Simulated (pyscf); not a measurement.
Optimised with ωB97X-D3(BJ)/def2-SVP in PySCF.

Problem. F–CH₂–F → F–C:–F [singlet] + H₂
Surface: singlet. Broken: C–H, C–H. Formed: H–H. Give ΔE‡ and ΔE from ωB97M-D3(BJ)/def2-TZVP, relative to the reactant's lowest minimum found.

Solution. ΔE‡ = 4.28 eV, ΔE = +2.91 eV. Zero-point energy shifts the barrier by -0.27 eV. It is a 1,1-elimination, with an imaginary mode of 1456i cm⁻¹. The same reactants have a lower exit, to :HC–F [singlet] + HF (highest point, the separated products, at +3.65 eV at ωB97M-D3(BJ)/def2-TZVP, against +4.28 eV here). This is the saddle that the search found; another between the same sides may lie lower.
